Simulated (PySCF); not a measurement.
Dipole moment and polarisability of `C/C=C/OCC`

Compound: C5H10O.
Numbering: `[CH3:1]/[CH:2]=[CH:3]/[O:4][CH2:5][CH3:6]` (hydrogens: H7, H8, H9 on C1; H10 on C2; H11 on C3; H12, H13 on C5; H14, H15, H16 on C6)

Structure used (GFN2-xTB), in Å, numbered top down from 1:
```
atom  x, y, z in Å
C1     2.916   -0.341   -0.082
C2     1.430   -0.280    0.067
C3     0.673    0.573   -0.608
O4    -0.674    0.735   -0.569
C5    -1.413   -0.102    0.297
C6    -2.883    0.264    0.168
H7     3.224   -1.331   -0.418
H8     3.402   -0.151    0.876
H9     3.263    0.396   -0.801
H10    1.005   -0.983    0.767
H11    1.099    1.278   -1.310
H12   -1.072    0.041    1.333
H13   -1.255   -1.155    0.023
H14   -3.481   -0.369    0.818
H15   -3.209    0.129   -0.860
H16   -3.033    1.304    0.444
```

Level: wB97X-D/def2-SVPD (PySCF), static field, nuclei fixed, core orbitals frozen in the response. The polarisability tensor in these axes (au):

```
x   87.15 -6.03  0.84
y   -6.03 59.48 -4.73
z    0.84 -4.73 57.60
```

Diagonalise the tensor; give its mean and Δα, where Δα² is half the sum of the squared differences of the eigenvalues.

Principal values 53.39, 62.33 and 88.51 au; mean 68.08 au = 10.09 Å³ = 11.22 × 10⁻⁴⁰ C²·m²/J; Δα = 31.61 au (46 % of the mean).

What is the dipole moment, and where does it point?

(-0.17, -0.77, 0.73) D, 1.08 D in size, pointing from the negative to the positive side. Measured along this direction, the outermost atoms are H11 at the negative end and H14 at the positive end.

What would n − 1 = 2πNα be for an ideal gas of these molecules at 500 K and 1 atm, electronic part alone?

N = p/kT = 1.4678 × 10¹⁹ cm⁻³, so n − 1 = 2π × N × 10.09 × 10⁻²⁴ cm³ = 930 × 10⁻⁶ at long wavelengths, for an ideal gas.

Rayleigh depolarisation ratio (linearly polarised light, static tensor)?

ρ = 3Δα²/(45ᾱ² + 4Δα²) = 2998.2/(208541 + 3997.6) = 0.0141.

Traceless (Buckingham) quadrupole moment about the centre of nuclear charge: eigenvalues?

-2.82, -1.77, 4.59 D·Å. The values depend on the origin, since the dipole doesn't vanish. The electronic extent ⟨r²⟩ about the same centre is 898 bohr², a root-mean-square distance of 2.29 Å for the 48 electrons.

The structure is a single GFN2-xTB conformer in the gas phase; no vibrational or solvent corrections.
